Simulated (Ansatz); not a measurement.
# Diborane mono Cl (B2H5Cl): one molecule under many settings

Aim: run diborane mono Cl (B2H5Cl) under a spread of inputs, and see what each costs and gives.

Method: the settings change from run to run; program: Ansatz 0.2.0, Gaussian basis.

### Step 1. The molecule

An earlier PBE-D4 in a triple-zeta def2 set relaxation fixed the geometry.

8 atoms, charge 0, spin multiplicity 1.

Atoms are counted from 1 here; the program's logs count them from 0.

Bond lengths: B1–Cl2 1.777 Å, B1–H3 1.195 Å, B1–H4 1.344 Å, B1–B5 1.762 Å, B1–H8 1.344 Å, H4–B5 1.307 Å, B5–H6 1.196 Å, B5–H7 1.195 Å, B5–H8 1.307 Å. Angles: Cl2–B1–H3 118.6°, Cl2–B1–H4 111.6°, Cl2–B1–B5 121.7°, Cl2–B1–H8 111.5°, H3–B1–H4 108.8°, H3–B1–B5 119.7°, H3–B1–H8 108.8°, H4–B1–B5 47.5°, H4–B1–H8 94.9°, B5–B1–H8 47.5°, B1–H4–B5 83.3°, B1–B5–H4 49.3°, B1–B5–H6 117.2°, B1–B5–H7 119.3°, B1–B5–H8 49.3°, H4–B5–H6 106.5°, H4–B5–H7 109.4°, H4–B5–H8 98.5° and more.

Coordinates:

```xyz
8

B    -0.5979   -0.0997    0.5817
Cl   -0.1406   -0.8231    2.1384
H    -1.7371    0.2196    0.4118
H     0.1953    0.9388    0.2670
B     0.5809    0.1523   -0.7032
H     0.1848    0.6453   -1.7186
H     1.7178   -0.1703   -0.5249
H    -0.2032   -0.8629   -0.4522
```

### Step 2. revPBE/def2-mTZVPP

This run has atoms shaken by 0.08 Å.

File in.yaml:

```yaml
crystal:
  periodic: [false, false, false]
  atoms:
    - {symbol: B, position_ang: [-0.685605, -0.047185, 0.601295]}
    - {symbol: Cl, position_ang: [-0.051437, -0.773851, 2.085362]}
    - {symbol: H, position_ang: [-1.766050, 0.165295, 0.456013]}
    - {symbol: H, position_ang: [0.202639, 0.951616, 0.220405]}
    - {symbol: B, position_ang: [0.576245, 0.045072, -0.736638]}
    - {symbol: H, position_ang: [0.055178, 0.386421, -1.616528]}
    - {symbol: H, position_ang: [1.728615, -0.085546, -0.684983]}
    - {symbol: H, position_ang: [-0.120114, -0.850589, -0.388759]}
basis:
  gaussian: {orbitals: def2-mTZVPP}
hamiltonian: {xc: {name: revPBE}}
scf: {omitted_lower_state_checks: [starts]}
output: {forces: true}
```

On the command line:

```console
> ansatz run in.yaml --threads 4 --pin off --events-out ev --progress --plain --max-ram 3916MiB
```

The log of the run, cut to the lines that bear on the results:

```text
Functional definition: revPBE
  name "revPBE"
  cite "Zhang & Yang, Phys. Rev. Lett. 80, 890 (1998) doi:10.1103/PhysRevLett.80.890"
  cite "Perdew, Burke & Ernzerhof, Phys. Rev. Lett. 77, 3865 (1996) doi:10.1103/PhysRevLett.77.3865"
[...]
900 factors; their error is unknown
[...]
mean field -13954.49308133 eV, -512.8181620437 hartree, gradient 3.7e-5 eV, S^2 0.000000; 0 other end points of the search recorded, 0 dependent functions left out
[...]
reference -13954.49313638 eV, -512.8181640669 hartree; 16, 16 occupied and 74, 74 virtual orbitals, 900 factors
Total energy: -13954.49313638 eV, -512.8181640669 hartree
Atom 0 at    -0.685605    -0.047185     0.601295 Å, force     4.105044    -0.638577    -0.239856 eV/Å
Atom 1 at    -0.051437    -0.773851     2.085362 Å, force    -0.254428    -0.114788     0.903409 eV/Å
Atom 2 at    -1.766050     0.165295     0.456013 Å, force    -2.287345     0.527051    -0.497279 eV/Å
Atom 3 at     0.202639     0.951616     0.220405 Å, force    -0.239288    -0.417764    -0.257408 eV/Å
Atom 4 at     0.576245     0.045072    -0.736638 Å, force     0.496581     1.244632     2.491627 eV/Å
Atom 5 at     0.055178     0.386421    -1.616528 Å, force    -1.459696     1.445571    -3.426687 eV/Å
Atom 6 at     1.728615    -0.085546    -0.684983 Å, force     0.779886    -0.384963     0.366516 eV/Å
Atom 7 at    -0.120114    -0.850589    -0.388759 Å, force    -1.140753    -1.661163     0.659678 eV/Å
Dipole moment:    -0.108050     0.077520    -0.123233 e Å
Checks for a lower state left out: starts
```

Wall time 0.65 s (4 threads of Arm Neoverse V1, shared host).

Largest force 4.161 eV/Å, dipole 0.87 D.

### Step 3. SVWN5/cc-pVDZ

This run has density fitting with cc-pVTZ-jkfit.

File in.yaml:

```yaml
crystal:
  periodic: [false, false, false]
  atoms:
    - {symbol: B, position_ang: [-0.597902, -0.099699, 0.581661]}
    - {symbol: Cl, position_ang: [-0.140563, -0.823087, 2.138432]}
    - {symbol: H, position_ang: [-1.737070, 0.219625, 0.411762]}
    - {symbol: H, position_ang: [0.195254, 0.938790, 0.267019]}
    - {symbol: B, position_ang: [0.580889, 0.152260, -0.703176]}
    - {symbol: H, position_ang: [0.184813, 0.645283, -1.718571]}
    - {symbol: H, position_ang: [1.717816, -0.170266, -0.524912]}
    - {symbol: H, position_ang: [-0.203237, -0.862905, -0.452216]}
basis:
  gaussian: {orbitals: cc-pVDZ, fitting: {mean_field: cc-pVTZ-jkfit}}
hamiltonian: {xc: {name: SVWN5}}
scf: {omitted_lower_state_checks: [starts]}
output: {forces: true}
```

Same command.

The log of the run, cut to the lines that bear on the results:

```text
Functional definition: SVWN5
  name "SVWN5"
  cite "Dirac, Proc. Camb. Phil. Soc. 26, 376 (1930) doi:10.1017/S0305004100016108"
  cite "Slater, Phys. Rev. 81, 385 (1951) doi:10.1103/PhysRev.81.385"
  cite "Vosko, Wilk & Nusair, Can. J. Phys. 58, 1200 (1980) doi:10.1139/p80-159"
[...]
429 factors; integrals over basis functions are off by at most 5.8e-2 eV
[...]
mean field -13899.95055127 eV, -510.8137610344 hartree, gradient 3.0e-5 eV, S^2 0.000000; 0 other end points of the search recorded, 0 dependent functions left out
[...]
reference -13899.95057946 eV, -510.8137620704 hartree; 16, 16 occupied and 55, 55 virtual orbitals, 429 factors
Total energy: -13899.95057946 eV, -510.8137620704 hartree
Atom 0 at    -0.597902    -0.099699     0.581661 Å, force     0.362486    -0.176667     0.229960 eV/Å
Atom 1 at    -0.140563    -0.823087     2.138432 Å, force    -0.023774     0.062243    -0.139479 eV/Å
Atom 2 at    -1.737070     0.219625     0.411762 Å, force    -0.376988     0.106979    -0.056272 eV/Å
Atom 3 at     0.195254     0.938790     0.267019 Å, force     0.056772     0.235583     0.069575 eV/Å
Atom 4 at     0.580889     0.152260    -0.703176 Å, force    -0.189681    -0.050706     0.233210 eV/Å
Atom 5 at     0.184813     0.645283    -1.718571 Å, force    -0.142004     0.152611    -0.303182 eV/Å
Atom 6 at     1.717816    -0.170266    -0.524912 Å, force     0.357739    -0.110319     0.078065 eV/Å
Atom 7 at    -0.203237    -0.862905    -0.452216 Å, force    -0.044550    -0.219725    -0.111876 eV/Å
Dipole moment:    -0.040975     0.071662    -0.156546 e Å
Checks for a lower state left out: starts
```

It took 0.3 s on 4 threads of Arm Neoverse V1, shared host.

Largest force 0.464 eV/Å, dipole 0.85 D.

### Step 4. r2SCAN50/def2-SVPD

This run has a grid of angular degree 11.

Changes to in.yaml since step 3:

```diff
@@ -12,5 +12,3 @@
 basis:
-  gaussian: {orbitals: cc-pVDZ, fitting: {mean_field: cc-pVTZ-jkfit}}
-hamiltonian: {xc: {name: SVWN5}}
-scf: {omitted_lower_state_checks: [starts]}
-output: {forces: true}
+  gaussian: {orbitals: def2-SVPD, final_grid: {core_spheres: 5, valence_spheres: 4, degree: 11}}
+hamiltonian: {xc: {name: r2SCAN50}}
```

Same command.

The log of the run, cut to the lines that bear on the results:

```text
Functional definition: r2SCAN50
  name "r2SCAN50"
  cite "Bursch, Neugebauer, Ehlert & Grimme, J. Chem. Phys. 156, 134105 (2022) doi:10.1063/5.0086040"
  cite "Furness, Kaplan, Ning, Perdew & Sun, J. Phys. Chem. Lett. 11, 8208 (2020) doi:10.1021/acs.jpclett.0c02405"
  cite "Furness, Kaplan, Ning, Perdew & Sun, J. Phys. Chem. Lett. 11, 9248 (2020) doi:10.1021/acs.jpclett.0c03077"
  parent r2scan
[...]
1001 factors; their error is unknown
[...]
mean field -13950.55879505 eV, -512.6735796896 hartree, gradient 5.9e-5 eV, S^2 0.000000; 0 other end points of the search recorded, 0 dependent functions left out
reference -13950.55880023 eV, -512.6735798802 hartree; 16, 16 occupied and 91, 91 virtual orbitals, 1001 factors
Total energy: -13950.55880023 eV, -512.6735798802 hartree
```

Run time: 0.9 s. Hardware: 4 threads of Arm Neoverse V1, shared host.

### Step 5. wPBEh/6-31++G**

Options: multiplicity 3.

Changes to in.yaml since step 4:

```diff
@@ -12,3 +12,6 @@
 basis:
-  gaussian: {orbitals: def2-SVPD, final_grid: {core_spheres: 5, valence_spheres: 4, degree: 11}}
-hamiltonian: {xc: {name: r2SCAN50}}
+  gaussian: {orbitals: "6-31++G**"}
+magnetization: {spin_polarized: true, initial_magnetization: 2}
+hamiltonian: {xc: {name: wPBEh}}
+scf: {omitted_lower_state_checks: [starts]}
+output: {forces: true}
```

Same command.

The log of the run, cut to the lines that bear on the results:

```text
Functional definition: wPBEh
  name "wPBEh"
  cite "Heyd, Scuseria & Ernzerhof, J. Chem. Phys. 118, 8207 (2003) doi:10.1063/1.1564060"
  cite "Krukau, Vydrov, Izmaylov & Scuseria, J. Chem. Phys. 125, 224106 (2006) doi:10.1063/1.2404663"
  cite "Heyd & Scuseria, J. Chem. Phys. 120, 7274 (2004) doi:10.1063/1.1668634"
  cite "Ernzerhof & Perdew, J. Chem. Phys. 109, 3313 (1998) doi:10.1063/1.476928"
  cite "Perdew, Burke & Ernzerhof, Phys. Rev. Lett. 77, 3865 (1996) doi:10.1103/PhysRevLett.77.3865"
  parent pbe
[...]
812 factors; integrals over basis functions are off by at most 1.1e-3 eV
109 factors; integrals over basis functions are off by at most 1.7e-6 eV
[...]
mean field -13945.22204089 eV, -512.4774575916 hartree, gradient 6.4e-7 eV, S^2 2.006949; 0 other end points of the search recorded, 0 dependent functions left out
[...]
reference -13945.22211866 eV, -512.4774604496 hartree; 17, 15 occupied and 74, 76 virtual orbitals, 812 factors
Total energy: -13945.22211866 eV, -512.4774604496 hartree
Atom 0 at    -0.597902    -0.099699     0.581661 Å, force     1.077245    -0.599808     0.918836 eV/Å
Atom 1 at    -0.140563    -0.823087     2.138432 Å, force    -0.507988     0.014148     0.244121 eV/Å
Atom 2 at    -1.737070     0.219625     0.411762 Å, force    -0.930905     0.172797     0.078064 eV/Å
Atom 3 at     0.195254     0.938790     0.267019 Å, force     0.011875     0.331562     0.211333 eV/Å
Atom 4 at     0.580889     0.152260    -0.703176 Å, force     0.195458     0.696365    -1.856895 eV/Å
Atom 5 at     0.184813     0.645283    -1.718571 Å, force     0.027306    -0.050090     0.110025 eV/Å
Atom 6 at     1.717816    -0.170266    -0.524912 Å, force     0.266851    -0.203670     0.361858 eV/Å
Atom 7 at    -0.203237    -0.862905    -0.452216 Å, force    -0.139842    -0.361304    -0.067343 eV/Å
Dipole moment:    -0.210273    -0.117052     0.409217 e Å
Checks for a lower state left out: starts
```

It took 2.9 s on 4 threads of Arm Neoverse V1, shared host.

Largest force 1.993 eV/Å, dipole 2.28 D, ⟨S²⟩ 2.007.

### Step 6. The runs in one table

```csv
level,charge,multiplicity,geometry,functions,energy (eV),time
revPBE/def2-mTZVPP,0,1,shaken,90,-13954.493,0.65 s
SVWN5/cc-pVDZ,0,1,relaxed,71,-13899.951,0.3 s
r2SCAN50/def2-SVPD,0,1,relaxed,107,-13950.559,0.9 s
wPBEh/6-31++G**,0,3,relaxed,91,-13945.222,2.9 s
```

### Step 7. Summary of results

| quantity | value |
| --- | --- |
| runs | 4 |
| quickest | SVWN5/cc-pVDZ, 0.3 s |
| slowest | wPBEh/6-31++G**, 2.9 s |
| spread of total energies, same state and geometry | 50.6 eV |

What this shows: wPBEh/6-31++G** took 10 times as long as SVWN5/cc-pVDZ. The jobs differ in tasks and options as well as level. Total energies at one charge and spin differ by 51 eV between levels, so only differences within one level mean anything. At the PBE-D4/def2-TZVP geometry and in the same state, the sound runs without point charges leave forces up to 0.46 eV/Å (SVWN5/cc-pVDZ), against 4.2 eV/Å where the atoms were moved.
